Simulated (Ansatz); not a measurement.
A structure relaxed at PBE0-D4/def2-SVP in Ansatz, charge 1, doublet:

```xyz
6

P    -1.497   -1.227   -0.795
P     1.991   -0.049   -0.555
S    -0.483    0.699    1.606
S     1.233    1.413    0.707
S    -1.844    0.660   -0.009
S     0.601   -1.495   -0.954
```

(1) Give its formula.

(2) Summarise the bond lengths by kind (pairs closer than 1.2 times the sum of covalent radii, bridged metal pairs left out).

## Answers

(1) the cluster P2S4⁺.

(2) 4 × P–S 2.05 to 2.12 Å; 2 × S–S 2.07 to 2.11 Å.

Another isomer (doublet) lies 1.00 eV lower at PBE0-D4/def2-TZVP; other spin states weren't run for this one.
